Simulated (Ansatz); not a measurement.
Isolated molecules relaxed with PBE0-D4/def2-TZVP in Ansatz; ΔE leaves out vibrations. CCSD(T)/CBS adds triple-zeta CCSD(T) − MP2 to the extrapolated MP2 energy (def2 sets, frozen cores). This one scheme is used for every species. Functionals use def2-TZVPP. B3LYP here is the variant with VWN-RPA as its local correlation; programs differ in this. One conformer a species, not always the lowest.

Consider the substitution at a C–S bond: `C=CCS` + `OCF` → `C=CCOCF` + H₂S.

```
         level  ΔE (kJ/mol)
      B3LYP-D4         21.8
 HF/def2-QZVPP         14.4
MP2/def2-QZVPP         30.3
 MP2/CBS(def2)         32.0
```

What does CCSD(T)/CBS give? (An estimate is asked.)

Ansatz gave: +24.5 kJ/mol. The listed levels differ from it by -2.7, -10.1, 5.8, 7.5 kJ/mol.

Largest T1 diagnostic among the species: 0.011.

In def2-TZVPP, CCSD(T) changes the Hartree–Fock value by +5.8 kJ/mol (the triples alone add +1.1 kJ/mol) and MP2 by +13.4 kJ/mol.
